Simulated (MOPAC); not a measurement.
MOPAC input (MNDO):

```
MNDO 1SCF GEO-OK AUX(PRECISION=9) THREADS=1
P2

P    -0.00000000 1   -0.00000000 1   -0.94474959 1
P     0.00000000 1    0.00000000 1    0.94474959 1
```

Output:

```
 *******************************************************************************
 **                                                                           **
 **                              MOPAC v23.2.5                                **
 **                                                                           **
 *******************************************************************************
 ** MOPAC's Digital Object Identifier: https://doi.org/10.5281/zenodo.6511958 **
 **                                                                           **
 ** Please cite the open-source release paper for use of this MOPAC version:  **
 ** J. E. Moussa and J. J. P. Stewart (2026)                                  **
 ** MOPAC: An open-source semiempirical molecular orbital program             **
 ** J. Open Source Softw., 11(119), 8025, https://doi.org/10.21105/joss.08025 **
 *******************************************************************************

                              MNDO CALCULATION RESULTS

 *******************************************************************************
 *  MNDO       - The MNDO Hamiltonian to be used
 *  GEO-OK     - OVERRIDE INTERATOMIC DISTANCE AND OTHER SAFETY CHECKS
 *  1SCF       - DO 1 SCF AND THEN STOP
 *  AUX        - OUTPUT AUXILIARY INFORMATION
 *******************************************************************************
MNDO 1SCF GEO-OK AUX(PRECISION=9) THREADS=1
 P2

   ATOM   CHEMICAL          X               Y               Z
  NUMBER   SYMBOL      (ANGSTROMS)     (ANGSTROMS)     (ANGSTROMS)

     1       P         -0.00000000  *  -0.00000000  *  -0.94474959  *
     2       P          0.00000000  *   0.00000000  *   0.94474959  *

          CARTESIAN COORDINATES

    NO.       ATOM           X           Y           Z

     1         P         -0.0000     -0.0000     -0.9447
     2         P          0.0000      0.0000      0.9447

  P: (MNDO): M.J.S.DEWAR, M.L.MCKEE, H.S. RZEPA,J. AM. CHEM. SOC., 100 3607 1978

           Empirical Formula: P2  =     2 atoms

      MOLECULAR POINT GROUP   :   D*h

      RHF CALCULATION, NO. OF DOUBLY OCCUPIED LEVELS = 5

 -------------------------------------------------------------------------------
 MNDO 1SCF GEO-OK AUX(PRECISION=9) THREADS=1
 P2

     1SCF WAS SPECIFIED, SO BFGS WAS NOT USED
     SCF FIELD WAS ACHIEVED

                              MNDO CALCULATION
                                                       MOPAC v23.2.5 Linux

          FINAL HEAT OF FORMATION =         58.53807 KCAL/MOL =     244.92330 KJ/MOL

          COSMO AREA              =         80.85 SQUARE ANGSTROMS
          COSMO VOLUME            =         64.52 CUBIC ANGSTROMS

          IONIZATION POTENTIAL    =         10.604386 EV
          HOMO LUMO ENERGIES (EV) =        -10.604 -1.948
          NO. OF FILLED LEVELS    =          5
          MOLECULAR WEIGHT        =         61.9475         POINT GROUP:  D*h

          MOLECULAR DIMENSIONS (Angstroms)

            Atom       Atom       Distance
            P     2    P     1     1.88950
            P     2    P     1     0.00000
            P     1    P     2     0.00000

          SCF CALCULATIONS        =          1

   ATOM   CHEMICAL          X               Y               Z
  NUMBER   SYMBOL      (ANGSTROMS)     (ANGSTROMS)     (ANGSTROMS)

     1       P         -0.00000000  *  -0.00000000  *  -0.94474959  *
     2       P          0.00000000  *   0.00000000  *   0.94474959  *

                             CARTESIAN COORDINATES

   1    P       -0.000000000    -0.000000000    -0.944749590
   2    P        0.000000000     0.000000000     0.944749590

           Empirical Formula: P2  =     2 atoms

      MOLECULAR POINT GROUP   :   D*h

                  EIGENVALUES
 -22.34580 -16.35959 -11.38469 -10.60439 -10.60439  -1.94765  -1.94765   0.31013

              NET ATOMIC CHARGES AND DIPOLE CONTRIBUTIONS

  ATOM NO.   TYPE          CHARGE      No. of ELECS.   s-Pop       p-Pop
    1          P          -0.000000        5.0000     1.93516     3.06484
    2          P           0.000000        5.0000     1.93516     3.06484
 DIPOLE           X         Y         Z       TOTAL
 POINT-CHG.     0.000     0.000     0.000     0.000
 HYBRID        -0.000     0.000    -0.000     0.000
 SUM           -0.000     0.000     0.000     0.000

          ATOMIC ORBITAL ELECTRON POPULATIONS

     Atom    s        px        py        pz
    1  P   1.93516   1.00000   1.00000   1.06484
    2  P   1.93516   1.00000   1.00000   1.06484

 **********************
 *                    *
 * JOB ENDED NORMALLY *
 *                    *
 **********************

 == MOPAC DONE ==
```

The geometry given is a B3LYP-D3(BJ)/def2-TZVP minimum.
